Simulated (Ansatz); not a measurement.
`OCOC(F)F`, relaxed with RKS PBE-D4/def2-SVP in Ansatz from a rough embedded geometry. The force threshold is 0.03 eV/Å; the program also tests the step.

The species carries charge 0 and has multiplicity 1.

Start:

```xyz
10

O    -1.374    0.837    0.687
C    -0.883    0.135   -0.506
O     0.493    0.308   -0.640
C     1.233   -0.430    0.369
F     1.035   -1.768   -0.031
F     2.531   -0.187    0.191
H    -1.478    1.725    0.433
H    -1.352    0.581   -1.342
H    -1.103   -0.911   -0.495
H     0.899   -0.290    1.333
```

| step | energy (eV) | largest force (eV/Å) | largest move (Å) |
| --- | --- | --- | --- |
| 1 | -11645.4303 | 5.352 | 0.000 |
| 2 | -11645.9404 | 1.766 | 0.082 |
| 3 | -11646.0418 | 0.693 | 0.112 |
| 4 | -11646.0468 | 0.294 | 0.127 |
| 5 | -11646.0617 | 0.160 | 0.054 |
| 6 | -11646.0630 | 0.051 | 0.029 |
| 7 | -11646.0632 | 0.038 | 0.011 |
| 8 | -11646.0633 | 0.022 | 0.009 |

End:

```xyz
10

O    -1.409    0.804    0.639
C    -0.932    0.154   -0.497
O     0.489    0.252   -0.644
C     1.200   -0.461    0.291
F     1.194   -1.796   -0.020
F     2.475   -0.026    0.239
H    -1.253    1.760    0.521
H    -1.327    0.571   -1.449
H    -1.234   -0.911   -0.404
H     0.796   -0.347    1.324
```

It took 9 s on 4 threads of an Arm Neoverse V1 on a shared host, with 0.14 GiB of host memory at the peak.
